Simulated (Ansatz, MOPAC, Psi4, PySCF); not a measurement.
Molecule: HO (charge 0, doublet). SMILES: [OH]
Coordinates optimised at B3LYP-D3(BJ)/def2-TZVP (Ansatz, a first-principles code):
```
O
H 1 0.9767
```
Charge 0, spin multiplicity 2.

Wanted: size of the dipole moment, in D. Terms: six Cartesian d functions in 6-31G* and its kin unless marked 5d; 6-311+G** with 5d; PM7 with its own dispersion and hydrogen-bond terms; non-relativistic; UHF or UKS for open shells; spin-orbit terms left out. First-principles rows: single points at B3LYP-D3(BJ) geometries (Ansatz). Semi-empirical rows: dipoles at the shared geometry.

```tsv
level	program	size of the dipole moment (D)
PM7	MOPAC	1.40
MNDO	MOPAC	1.36
PBE/STO-3G	Ansatz	1.18
PBE/6-311+G**	Ansatz	1.79
BLYP/6-31G*	Ansatz	1.69
BP86/6-31G* (5d)	PySCF	1.74
B3LYP/6-31G*	Ansatz	1.76
B3LYP/def2-SVP	Ansatz	1.72
B3LYP/cc-pVDZ	Ansatz	1.67
B3LYP/6-311+G**	Ansatz	1.83
PBE0/6-311+G**	Ansatz	1.83
wB97X-D/6-311+G**	Psi4	1.85
B3PW91/6-31G* (5d)	PySCF	1.78
```

No value to compare with is used here. The 13 habitual levels span 1.18 (PBE/STO-3G) to 1.85 D (wB97X-D/6-311+G**).

The levels are drawn from those run, B3LYP/6-31G* more often than the rest, none by its result; runs whose electronic state is in doubt are left out.
